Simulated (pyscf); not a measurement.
# Substitution at O: `[OH][Si]([OH])([OH])[OH]` + `[H]` [doublet] → `[OH2]` + `[OH][Si]([OH])[OH]` [doublet]

Gas phase, doublet surface, charge 0. Bonds broken: O1–Si2. Bonds formed: O1–H10. Single points on ωB97X-D3(BJ)/def2-SVP structures (PySCF, gas phase).

Transition state (Å):

```xyz
10

O      0.9784     1.9357     0.4560
Si    -0.4612     1.1834    -0.3996
O      0.3527    -0.0017    -1.2275
O     -1.0594     2.2173    -1.5512
O     -1.5823     0.3155     0.4811
H      0.7398     2.7989     0.8687
H      0.1807    -0.8964    -0.9162
H     -1.0063     1.8534    -2.4465
H     -2.1352     0.8280     1.0808
H      2.1153     1.8853     0.3388
```

One imaginary mode, 1699i cm⁻¹; descent along it reached the two sides named, in the forms told below.

```csv
bond,change,reactant side (Å),saddle,product side
O1–Si2,breaks,1.652,1.836,2.383
O1–H10,forms,3.2,1.144,0.970
```

Electronic energies relative to the separated reactants (kcal/mol):

| level | barrier | reaction energy | reverse barrier |
|---|---|---|---|
| ωB97X-D3(BJ)/def2-TZVP | 38.1 | +19.5 | 18.6 |
| PBE/def2-TZVP | 22.3 | +12.5 | 9.8 |
| r²SCAN/def2-TZVP | 27.2 | +15.8 | 11.4 |
| B3LYP-D3(BJ)/def2-TZVP | 27.6 | +14.8 | 12.9 |
| PBE0-D3(BJ)/def2-TZVP | 29.8 | +16.6 | 13.3 |
| M06-2X/def2-TZVP | 34.3 | +20.1 | 14.3 |
| ωB97M-D3(BJ)/def2-TZVP | 34.5 | +19.7 | 14.8 |
| HF/def2-TZVP | 59.3 | +24.6 | 34.7 |

With ωB97M-D3(BJ)/def2-TZVP energies and thermal terms (ideal gas, 1 atm, RRHO with modes under 100 cm⁻¹ raised to 100, one conformer, R ln 2 for chiral ones without a mode under 150 cm⁻¹), in kcal/mol:

```csv
T (K),ΔH‡,ΔG‡,ΔH,ΔG
298,33.5,39.3,+23.3,+19.1
600,33.2,45.3,+22.2,+15.3
900,32.8,51.4,+20.8,+12.1
1200,32.6,57.7,+19.4,+9.4
```

On the product side the descent ends in a complex (not fully relaxed), 4.4 kcal/mol under the separated species and 23.0 kcal/mol under the saddle at ωB97X-D3(BJ)/def2-TZVP. The same reactants have a lower exit, to •O–Si(OH)(OH)–OH + H₂ (barrier +22.9 kcal/mol at ωB97M-D3(BJ)/def2-TZVP, against +34.5 kcal/mol here). One saddle was located; it need not be the lowest between these sides. The angle at the attacked O is 136°.
